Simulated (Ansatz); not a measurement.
Solid iodine

All values below come from r²SCAN (Ansatz, a first-principles code, PAW).

Run with plane-wave cutoff 500 eV, 8×8×4 k mesh (along the axes of the cell as run), gaussian smearing 0.02 eV, scalar-relativistic PAW data made under PBE.

Cell: relaxed at this level.

```yaml
equilibrium_volume_per_atom: 44.18 Å³/atom
lattice_parameter_a: 7.736 Å
lattice_parameter_b: 4.636 Å
c axis length: 9.854 Å
band_gap: 1.24 eV (on the SCF k mesh)
```

Note: the cell comes from a level without a dispersion term, which matters for the spacing of layers, chains or molecules.

Spin–orbit coupling is not included; with these elements it can move the gap by several tenths of an eV or more.

The computed numbers hold no vibrational or temperature effects.
